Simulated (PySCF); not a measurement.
Molecular orbitals of SiF⁺

PW91 at R = 1.570 Å; Si STO-3G, F STO-3G; no relativity (PySCF 2.14). State: ¹Σ⁺ (singlet), closed shell. Only the outer orbitals are listed, counted within each symmetry.

```csv
orbital,occ.,ε (eV),on Si (%),main shells (%)
5σ,2,-37.23,8,89 F s
6σ,2,-18.90,47,"46 Si s, 43 F p, 10 F s"
2π,2,-15.64,14,"86 F p, 14 Si p"
2π,2,-15.64,14,"86 F p, 14 Si p"
7σ,2,-14.33,65,"46 Si s, 34 F p, 20 Si p"
3π,0,-8.55,86,"86 Si p, 14 F p"
3π,0,-8.55,86,"86 Si p, 14 F p"
8σ,0,-2.46,79,"75 Si p, 20 F p"
```

Q: Which are the highest filled and the lowest empty level, where do they sit, and how wide is the gap?

A: Highest filled 7σ at -14.33 eV (in %: 46 Si s, 34 F p, 20 Si p); lowest empty 3π at -8.55 eV (in %: 86 Si p, 14 F p); the gap at PW91 is 5.78 eV.

- bond order (Mayer): 1.64
- ⟨S²⟩: 0.000
- charge on Si (Mulliken, basis-dependent): 1.01
- charge on Si (Löwdin, basis-dependent): 0.93
- dipole moment (positive dipole points towards F; it is taken about the centre of mass and depends on that origin): -1.83 D

STO-3G is very small, so such numbers show the basis as much as the molecule.
